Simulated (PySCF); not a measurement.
Species: BHCl2.
SMILES: `ClBCl`

The closed-shell ground state was solved at several levels (PySCF, density fitting, gas phase, non-relativistic). Isolated species at its PBE0-D3(BJ)/def2-TZVP geometry, gas phase.

| level | basis functions | total energy (Eh) | HOMO (eV) | LUMO (eV) | gap (eV) | dipole (D) |
| --- | --- | --- | --- | --- | --- | --- |
| KT3/pcSseg-2 | 136 | -952.6100 | -8.04 | -2.65 | 5.39 | 0.45 |
| PBE0/aug-cc-pVTZ | 169 | -945.6334 | -9.30 | -1.79 | 7.51 | 0.49 |
| PBE0/pcSseg-2 | 136 | -945.6372 | -9.30 | -1.79 | 7.51 | 0.52 |
| wB97X-D/aug-cc-pVTZ | 169 | -945.9607 | -11.19 | 0.08 | 11.27 | 0.54 |
| B97-2/pcSseg-2 | 136 | -946.0398 | -9.05 | -1.77 | 7.28 | 0.53 |
| CAM-B3LYP/aug-cc-pVTZ | 169 | -945.9814 | -10.71 | -0.66 | 10.05 | 0.55 |

Q: Estimate the row for wB97X-D/pcSseg-2, a basis of 136 functions; the other rows only guide the guess.

A: Total energy -945.9666 Eh, HOMO -11.20 eV, LUMO 0.09 eV, gap 11.29 eV, dipole 0.58 D.

Q: Over all these levels, which gives the widest orbital gap and which the narrowest?

A: wB97X-D/pcSseg-2 (range-separated hybrid) has the widest, 11.29 eV, and KT3/pcSseg-2 (GGA) the narrowest, 5.39 eV. The two share the basis. From the narrowest to the widest the HOMO moves by -3.16 eV and the LUMO by +2.74 eV.

Q: In the pcSseg-2 basis, how does the gap go with the fixed share of exact exchange?

A: KT3 (0 %) 5.39 eV; B97-2 (21 %) 7.28 eV; PBE0 (25 %) 7.51 eV. Each rise in the share widens the gap here.

Q: How far do the dipole and the HOMO energy spread over the levels?

A: The dipole runs from 0.45 to 0.58 D (mean 0.52 D) and the HOMO from -11.20 to -8.04 eV.

wB97X-D is run here without its empirical dispersion term; that term would change no orbital, density or response property at a fixed geometry.
